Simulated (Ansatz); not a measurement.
`OC(F)OCF`, charge 0, multiplicity 1.

(1) Give a relaxed structure at PBE0-D4/def2-TZVP (Ansatz). (Estimate.)

Answers

(1) Ansatz gave: 
Z-matrix (Å, degrees):
```
C
F 1 1.355
O 1 1.395 2 104.2
O 1 1.363 2 110.8 3 121.6
H 1 1.092 2 109.1 3 -119.9
C 3 1.378 1 114.5 2 -167.5
H 4 0.966 1 108.1 2 -60.3
F 6 1.375 3 110.5 1 75.1
H 6 1.095 3 112.0 1 -44.4
H 6 1.090 3 106.9 1 -167.4
```
This is one stationary point; other conformers may exist.
